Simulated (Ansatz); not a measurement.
fcc Sr, treated with B3LYP (VWN-RPA form) in Ansatz (plane waves, PAW).

Settings: plane-wave cutoff 460 eV, 10×10×10 k mesh, Fermi–Dirac smearing 0.05 eV, scalar-relativistic PAW data made under PBE.

Response to compression and expansion:

| V (Å³/atom) | P (GPa) | smallest gap on the k mesh (eV) |
|---|---|---|
| 52.257 | 0.88 | 0.322 |
| 53.120 | 0.64 | 0.291 |
| 54.518 | 0.30 | 0.239 |
| 55.452 | 0.09 | 0.200 |
| 57.314 | -0.24 | 0.071 |
| 58.712 | -0.38 | 0.000 |

Spin–orbit coupling is not included.

Ansatz is a quantum-chemistry and plane-wave program.
